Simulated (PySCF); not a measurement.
Working with the constants of AlH

RHF-CCSD(T) constants of AlH, ¹Σ⁺ (singlet), closed shell (Al def2-SVP, H def2-SVP; no relativity (PySCF 2.14); masses 26.9815 and 1.0078 u):

| Quantity | Value |
| --- | --- |
| ωe | 1729.0 cm⁻¹ |
| ωexe | 29.5 cm⁻¹ |
| Be | 6.4067 cm⁻¹ |
| αe | 0.182 cm⁻¹ |
| D (centrifugal) | 0.000352 cm⁻¹ |
| De to Al + H | 3.04 eV |

(1) Give the band origin of the fundamental and the first lines of its P and R branches.

(2) Near which J would the R branch turn back, without centrifugal distortion?

Correlated steps freeze 5 core orbitals. Correlated levels converge slowly with the basis: in double zeta they bind strong bonds too weakly, by up to about 1 eV, and carry superposition errors of some tenths. Where the molecule has an RHF reference, its open-shell atoms are computed with UHF.

Answers

(1) ν0 = ωe − 2ωexe = 1670.0 cm⁻¹, B0 = 6.3157, B1 = 6.1337 cm⁻¹.

| J″ | P(J″) − ν0 | R(J″) − ν0 |
| --- | --- | --- |
| 0 |  | 12.266 |
| 1 | -12.630 | 24.160 |
| 2 | -25.616 | 35.672 |
| 3 | -38.948 | 46.795 |
| 4 | -52.619 | 57.521 |
| 5 | -66.621 | 67.840 |
| 6 | -80.944 | 77.745 |

(2) At J ≈ (B0 + B1)/(2(B0 − B1)) − 1 ≈ 33.
